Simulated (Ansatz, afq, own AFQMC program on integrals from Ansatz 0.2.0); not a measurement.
## Atomization energy of ZnCH$_{4}$, singlet

```xyz
6

C    -0.1626   -0.4112   -0.5617
Zn    0.3066    0.6956    0.9676
H     0.6335   -1.1373   -0.7961
H    -1.0862   -0.9848   -0.3777
H    -0.3288    0.1966   -1.4666
H     0.6794    1.5771    2.1883
```

Connectivity, by distances: CH3–ZnH.

Atoms in their ground-state spins without spin–orbit coupling (mostly on UHF) minus the molecule (RHF), without zero-point energy. The geometry is a stationary point, not shown to be a minimum.

Basis def2-TZVP. Only valence electrons are correlated. AFQMC by an in-house program on the Cholesky factors that Ansatz 0.2.0 writes for its CCSD(T) run. ph-AFQMC/CISD is guided by a CISD state made of CCSD amplitudes; releasing the constraint for a short imaginary time cuts its bias at the price of noise, slowly where states lie close. Error bars are statistical, one sigma. The metal's outer-core s and p shells are frozen, which shifts wave-function levels against functionals. The errors of all members are added in quadrature.

No full CI on the walks' own integrals is used here. The released AFQMC energy serves as the reference, which it does only where one determinant dominates, the energy is flat over the last release times and near the phaseless one (40 meV or 2 meV an electron, half that with transition metals). On small molecules, where full CI could be run and the noise was under 10 meV, such values lay within 10 meV of it in 19 cases of 20, a flattering rate, since the rule was set on those same cases; what remains of the bias isn't in the error bar. Each member takes its own surest rung, up to full CI.

The best estimate is CCSD(T) at the basis-set limit (CBS: def2-TZVPP and def2-QZVPP, with their diffuse functions for anions and beside diffuse sets, CCSD(T) itself extrapolated) plus the step from CCSD(T) to AFQMC with the constraint released in def2-TZVP. Rows without CBS are in def2-TZVP; B2PLYP and the wave-function rows carry a basis error of their own. Core correlation and relativity beyond core potentials are missing, and ± holds the sampling alone.

Cautions: no relativity below Rb; outer-core shells of the metal frozen; ZnCH₄ (singlet): the released value is read at 1.50 1/Eh with a noise of 13 meV, more than in the cases checked (meV from the phaseless value at times in 1/Eh: -1 ± 6 at 0.24, -13 ± 8 at 0.51, 5 ± 8 at 0.99, -17 ± 13 at 1.50), released reference can be 30 meV off for metals; other spins of the molecule weren't checked.

```csv
level,atomization energy (eV)
B3LYP,17.387
r2SCAN,17.739
wB97M-V,17.650
```

(1) From these cheaper values, estimate the atomization energy at the level of the best estimate.

(1) 17.627 ± 0.013 eV (best estimate, highest rung released AFQMC).

```csv
level,atomization energy (eV),error against the best estimate (eV)
HF,13.198,-4.429 ± 0.013
MP2,17.060,-0.568 ± 0.013
CCSD,16.822,-0.806 ± 0.013
CCSD(T),16.977,-0.650 ± 0.013
ph-AFQMC/CISD,16.983 ± 0.008,-0.644 ± 0.015
released AFQMC,17.005 ± 0.014,-0.622
HF/CBS,13.293,-4.334 ± 0.013
MP2/CBS,17.701,0.074 ± 0.013
CCSD(T)/CBS,17.610,-0.017 ± 0.013
PBE,17.606,-0.021 ± 0.013
PBE0,17.519,-0.108 ± 0.013
B2PLYP,17.312,-0.315 ± 0.013
```

Correlation beyond CCSD(T) changes it by less than twice the noise. Going to the basis-set limit adds 0.633 eV at CCSD(T). The perturbative (T) step is worth +0.155 eV.

Best estimates are given only where the step beyond CCSD(T) is under 0.3 eV and no member's determinant is very poor (T1 over 0.05, or 0.07 for open shells, ⟨S²⟩ too high by 0.3, two states mixed), so the hardest cases are missing from such tables.

The functionals ran in a triple-zeta set and keep a basis error of their own, a few kJ/mol for each bond in atomization energies and more for double hybrids, so close places among them and the extrapolated levels can swap.

Each member of a difference takes its own highest rung, so a best estimate needn't equal the limit plus the step of one row. Released energies are given only where the last usable release times agree within the noise; a slower fall can still hide under it.
